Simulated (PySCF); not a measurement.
# nitrogen (N₂): electronic excitations

What electronic excitations should nitrogen (N₂) (`N#N`) show?

Computed with PySCF 2.14.0, with density-fitted response routines of our own, on a single molecule in the gas phase. Atoms count from 0, in the outputs and in this text.

## Step 1: Starting geometry

2 atoms, charge 0, multiplicity 1; geometry from: GFN2-xTB.

Bonds of the start (Å): N0–N1 1.10.

## Step 2: Excited states and response: CAM-B3LYP/def2-SVPD

Job settings and geometry (Å):

```
{"job": {"kind": "uv", "xc": "CAM-B3LYP", "basis": "def2-SVPD", "nstates": 8, "ntriplets": 3}, "charge": 0, "multiplicity": 1}
N      0.550487    -0.002118    -0.003770
N     -0.547730     0.003387    -0.010379
```

With the program's defaults for keys left out, this is: TDDFT CAM-B3LYP/def2-SVPD, vertical, gas phase, core orbitals frozen in the response.

What will the session give for the following? lowest singlet (CAM-B3LYP/def2-SVPD); brightest single state of those computed; lowest triplet. Wanted: lowest singlet; brightest single state of those computed; lowest triplet.

The runs gave:

```
                                quantity                         value
    lowest singlet (CAM-B3LYP/def2-SVPD)   9.26 eV (134 nm), f = 0.000
brightest single state of those computed  state 6, 13.66 eV, f = 0.145
                          lowest triplet                       7.50 eV
```

In words: The lowest singlet, at 9.26 eV, is HOMO−1→LUMO 0.50, HOMO−2→LUMO+1 0.50 and is dark; of the 8 states computed, the strongest absorption comes from states 6 to 7 together at 13.66 eV. The lowest triplet lies 1.76 eV below the lowest singlet (triplets in Tamm-Dancoff, singlets in full TDDFT).
